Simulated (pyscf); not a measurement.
Routes from `[SiH3][SiH3]` + `[ClH]`

Candidate steps break at most two bonds and form at most two. Each was searched with GFN2-xTB (tblite) first. Structures and frequencies: ωB97X-D3(BJ)/def2-SVP in PySCF. Energies: ωB97M-D3(BJ)/def2-TZVP, kJ/mol, from the separated reactants, singlet surface; ΔG‡ with ideal gas, 1 atm, RRHO with modes under 100 cm⁻¹ raised to 100, one conformer, R ln 2 for chiral ones without a mode under 150 cm⁻¹.

```json
[
 {"products": "H₃Si–SiH₂–Cl + H₂", "type": "four-centre exchange", "ΔE‡": "144.1", "ΔE": "-69.4", "ΔG‡ 298 K": "183.3", "ΔG‡ 900 K": "262.6", "ν‡ (cm⁻¹)": "853i"},
 {"products": "H₃Si–Cl + SiH₄", "type": "four-centre exchange", "ΔE‡": "154.1", "ΔE": "-97.1", "ΔG‡ 298 K": "190.4", "ΔG‡ 900 K": "267.7", "ν‡ (cm⁻¹)": "1009i"}
]
```

Plain bond fissions and candidates not yet searched are not listed, and one of them may be faster. Each barrier is that of the saddle found; lower ones may exist.
